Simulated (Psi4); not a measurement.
# A workflow on CHF2S (SMILES F[C](F)S)

Aim: a structure relaxation (UPBEh-3c/def2-mSVP), then vibrational wavenumbers, then the energy (UMP2/def2-TZVPP) of CHF2S. 

The calculation is run with Psi4 1.11.

### 1 The structure to begin with

CHF2S: 5 atoms, total charge 0, spin state doublet. As SMILES, `F[C](F)S`. Geometry: relaxed at GFN2-xTB. This is one conformer, not always the lowest. The run starts from this shape.

Bond lengths: F1–C2 1.342 Å, C2–F3 1.332 Å, C2–S4 1.748 Å, S4–H5 1.336 Å. Angles: F1–C2–F3 109.5°, F1–C2–S4 117.1°, F3–C2–S4 115.6°, C2–S4–H5 93.0°.

### 2 A geometry optimisation at UPBEh-3c/def2-mSVP (density fitting) (run 1)

File job.inp:

```
memory 1600 mb

molecule geom {
  0 2
  F      1.059930     0.084330     0.946710
  C      0.237900    -0.492110     0.056920
  F     -0.201370    -1.651490     0.543360
  S     -0.976730     0.526160    -0.679570
  H     -0.119740     1.533120    -0.867410
}

set globals {
  reference    uks
  geom_maxiter 60
}

result, w = opt('pbeh-3c', return_wfn=True)
```

Command:

```
$ psi4 job.inp job.out -n 1
```

job.out:

```text
[...]
  Running in c1 symmetry.
[...]
  Nuclear repulsion =  160.364331056783385
[...]
  Multiplicity = 2
[...]
  Nalpha       = 21
  Nbeta        = 20
[...]
    Number of basis functions: 65
[...]
   @DF-UKS iter   1:  -635.55239068173614   -2.37577e-01   4.90377e-03 ADIIS/DIIS
[...]
   @DF-UKS iter   8:  -635.59642185481960   -1.93268e-12   9.43982e-09 DIIS
[...]
   @S^2 Observed:                7.544681053E-01
[...]
  @DF-UKS Final Energy:  -635.59642185481960
   => Energetics <=
    Nuclear Repulsion Energy =            160.9027484137560577
    One-Electron Energy =               -1199.7757005068767739
    Two-Electron Energy =                 433.6371320040994419
    DFT Exchange-Correlation Energy =     -30.3694097719212941
    Empirical Dispersion Energy =           0.0088080061229099
    VV10 Nonlocal Energy =                  0.0000000000000000
    Total Energy =                       -635.5964218548195959
[...]
 Multipole Moments:
 ------------------------------------------------------------------------------------
     Multipole            Electronic (a.u.)      Nuclear  (a.u.)        Total (a.u.)
 ------------------------------------------------------------------------------------
 L = 1.  Multiply by 2.5417464519 to convert [e a0] to [Debye]
 Dipole X            :          1.2152180           -1.1081558            0.1070622
 Dipole Y            :         -2.2777474            2.7603671            0.4826197
 Dipole Z            :          1.9237222           -2.2705110           -0.3467888
 Magnitude           :                                                    0.6038597
[...]
  -Total Gradient:
     Atom            X                  Y                   Z
    ------   -----------------  -----------------  -----------------
       1       -0.000163190566    -0.000009502128    -0.000014961103
       2        0.000100544835     0.000023440860     0.000079146125
       3       -0.000119189681     0.000005110182     0.000006651341
       4       -0.000109267171     0.000070489378    -0.000052915768
       5        0.000025615939    -0.000000250141     0.000007538483
[...]
    Final optimized geometry and variables:
    Molecular point group: c1
    Full point group: C1
    Geometry (in Angstrom), charge = 0, multiplicity = 2:
    F            1.196479393226     0.233934354480     0.913838826689
    C            0.426906291299    -0.271296371247    -0.040779567251
    F           -0.046446792884    -1.448552842983     0.330004945985
    S           -0.843566746318     0.769968594153    -0.687529191817
    H           -0.001074029232     1.700570475383    -1.150952164657
    Psi4 run time: 0:00:21.38
[...]
```

On the terminal:

```text
Optimizer: Optimization complete!
```

Wall time 22 s (1 thread of Intel Xeon 6975P-C (Granite Rapids), shared host); peak memory 0.43 GiB.

Step by step:

| step | energy from the first frame kept (eV) | largest force (eV/Å) |
| --- | --- | --- |
| 0 | 0.0000 | 1.2199 |
| 1 | -0.0271 | 0.6749 |
| 2 | -0.0411 | 0.3270 |
| 3 | -0.0435 | 0.0817 |
| 4 | -0.0437 | 0.0254 |
| 5 | -0.0437 | 0.0084 |

After the run. Bond lengths: F1–C2 1.326 Å, C2–F3 1.322 Å, C2–S4 1.765 Å, S4–H5 1.338 Å. Angles: F1–C2–F3 110.2°, F1–C2–S4 117.2°, F3–C2–S4 111.7°, C2–S4–H5 94.8°.

### 3 Vibrational wavenumbers at UPBEh-3c/def2-mSVP (density fitting) (run 2)

File job.inp:

```
memory 1.6 GB

molecule {
  0 2
  F      1.049659     0.025306     0.990855
  C      0.280086    -0.479925     0.036236
  F     -0.193267    -1.657181     0.407021
  S     -0.990387     0.561340    -0.610513
  H     -0.147895     1.491942    -1.073936
  units angstrom
}

set reference uks
set t 600.0
set rotational_symmetry_number 1

e = frequencies("pbeh-3c")
```

Command:

```
$ psi4 job.inp job.out -n 1
```

job.out:

```text
[...]
  Running in c1 symmetry.
[...]
  Nuclear repulsion =  160.902760009199227
[...]
  Multiplicity = 2
[...]
  Nalpha       = 21
  Nbeta        = 20
[...]
    Number of basis functions: 65
[...]
   @DF-UKS iter   1:  -635.55400737070931   -2.21470e-01   4.90994e-03 DIIS/ADIIS
[...]
   @DF-UKS iter  14:  -635.59642140159201   -1.36424e-12   5.58129e-09 DIIS
[...]
   @S^2 Observed:                7.544676493E-01
[...]
  @DF-UKS Final Energy:  -635.59642140159201
   => Energetics <=
    Nuclear Repulsion Energy =            160.8974253032050683
    One-Electron Energy =               -1199.7653489274966887
    Two-Electron Energy =                 433.6319265214506231
    DFT Exchange-Correlation Energy =     -30.3692309756105523
    Empirical Dispersion Energy =           0.0088066768594413
    VV10 Nonlocal Energy =                  0.0000000000000000
    Total Energy =                       -635.5964214015920106
[...]
  -Total Gradient:
     Atom            X                  Y                   Z
    ------   -----------------  -----------------  -----------------
       1       -0.000169710770     0.000003801103    -0.000011088016
       2        0.000075424153    -0.000023883420     0.000088447118
       3       -0.000116831592    -0.000005001954     0.000004810065
       4       -0.000351527700    -0.000262755702     0.000136681014
       5        0.000297162525     0.000376893410    -0.000193555066
[...]
  ==> Harmonic Vibrational Analysis <==
[...]
  Freq [cm^-1]                 221.1954            332.1954            418.6495
[...]
  IR activ [km/mol]            27.0712              1.9381              2.7847
[...]
  Freq [cm^-1]                 563.6750            755.9333            983.3712
[...]
  IR activ [km/mol]             3.9462             13.7384             45.5702
[...]
  Freq [cm^-1]                1244.0749           1320.8953           2779.4271
[...]
  IR activ [km/mol]            300.9200            190.0432             0.0687
[...]
  Total E_0, Enthalpy at 0 [K]                                                         -635.57678538 [Eh]
[...]
  Total H, Enthalpy at  600.00 [K]                                                     -635.56277874 [Eh]
[...]
  Total G, Gibbs energy at  600.00 [K]                                                 -635.64216300 [Eh]
[...]
```

On the terminal:

```text
Warning: used thermodynamics relations inappropriate for low-frequency modes: ['221.1954' '332.1954' '418.6495' '563.6750']
```

Run time: 1.7 min. Hardware: 1 thread of Intel Xeon 6975P-C (Granite Rapids), shared host; peak memory 0.42 GiB.

### 4 A single-point energy at UMP2/def2-TZVPP (density fitting, density fitting for correlation) (run 3)

File input.in:

```
memory 1600 MB

molecule {
  0 2
  F      1.98356803     0.04782141     1.87244458
  C      0.52928583    -0.90692681     0.06847612
  F     -0.36522170    -3.13161823     0.76915822
  S     -1.87156019     1.06077886    -1.15370237
  H     -0.27948105     2.81936177    -2.02944492
  units bohr
}

set basis def2-TZVPP
set reference uhf
set num_frozen_docc 8

energy('mp2')
print_variables()
```

Command:

```
$ psi4 -i input.in -o input.out -n 1
```

input.out:

```text
[...]
  Running in c1 symmetry.
[...]
  Nuclear repulsion =  160.902760077904048
[...]
  Multiplicity = 2
[...]
  Nalpha       = 21
  Nbeta        = 20
[...]
    Number of basis functions: 149
[...]
   @DF-UHF iter   1:  -634.82635293147257   -4.49277e-01   2.94646e-03 DIIS/ADIIS
[...]
   @DF-UHF iter  17:  -634.91682454266743   -8.41283e-12   6.13720e-09 DIIS
[...]
   @S^2 Observed:                7.629819006E-01
[...]
    Orbital Energies [Eh]
    ---------------------
    Alpha Occupied:
       1A    -91.994652     2A    -26.346456     3A    -26.343256
       4A    -11.450392     5A     -8.999809     6A     -6.682854
       7A     -6.680238     8A     -6.678858     9A     -1.708602
      10A     -1.643107    11A     -1.075656    12A     -0.919974
      13A     -0.803937    14A     -0.795675    15A     -0.768562
      16A     -0.708962    17A     -0.667043    18A     -0.609352
      19A     -0.558913    20A     -0.454752    21A     -0.379557
    Alpha Virtual:
      22A      0.122267    23A      0.168026    24A      0.237988
      25A      0.240892    26A      0.292067    27A      0.299249
[...]
  @DF-UHF Final Energy:  -634.91682454266743
   => Energetics <=
    Nuclear Repulsion Energy =            160.9027600779040483
    One-Electron Energy =               -1199.8119573409271652
    Two-Electron Energy =                 403.9923727203557178
    Total Energy =                       -634.9168245426674275
  UHF NO Occupations:
  HONO-2 :   19  A 1.9987188
  HONO-1 :   20  A 1.9959895
[...]
 Multipole Moments:
 ------------------------------------------------------------------------------------
     Multipole            Electronic (a.u.)      Nuclear  (a.u.)        Total (a.u.)
 ------------------------------------------------------------------------------------
 L = 1.  Multiply by 2.5417464519 to convert [e a0] to [Debye]
 Dipole X            :          1.1394093           -1.1081565            0.0312528
 Dipole Y            :         -2.2563505            2.7603667            0.5040162
 Dipole Z            :          1.8128386           -2.2705110           -0.4576724
 Magnitude           :                                                    0.6815227
[...]
```

It took 2.7 s on 1 thread of Intel Xeon 6975P-C (Granite Rapids), shared host; peak memory 0.27 GiB.

### 5 Summary of results

| quantity | value |
| --- | --- |
| run 1, UPBEh-3c/def2-mSVP: total energy at the end | -635.59642 Eh |
| run 1, UPBEh-3c/def2-mSVP: dipole moment | 1.53 D |
| run 1, UPBEh-3c/def2-mSVP: HOMO energy (highest over α and β) | -7.46 eV |
| run 1, UPBEh-3c/def2-mSVP: LUMO energy (lowest over α and β) | -1.01 eV |
| run 1, UPBEh-3c/def2-mSVP: ⟨S²⟩ | 0.754 |
| run 2, UPBEh-3c/def2-mSVP: lowest harmonic wavenumber | 221 cm⁻¹ |
| run 2, UPBEh-3c/def2-mSVP: highest harmonic wavenumber | 2779 cm⁻¹ |
| run 2, UPBEh-3c/def2-mSVP: zero-point energy | 51.6 kJ/mol |
| run 2, UPBEh-3c/def2-mSVP: ideal-gas entropy at 600 K (symmetry number 1 as used) | 83.0 cal/(mol K) |
| run 3, UMP2/def2-TZVPP: total energy | -635.71941 Eh |
| run 3, UMP2/def2-TZVPP: HOMO energy (Hartree–Fock orbitals) (highest over α and β) | -10.33 eV |
| run 3, UMP2/def2-TZVPP: LUMO energy (Hartree–Fock orbitals) (lowest over α and β) | 2.62 eV |
| run 3, UMP2/def2-TZVPP: correlation energy (8 core orbitals frozen) | -802.6 mEh |
| run 3, UMP2/def2-TZVPP: ⟨S²⟩ of the reference determinant | 0.763 |

What this shows: The optimisation (run 1, UPBEh-3c/def2-mSVP) took 6 steps and changed the energy by -0.044 eV. All 9 modes (run 2, UPBEh-3c/def2-mSVP) are real, so the shape is a minimum at this level.
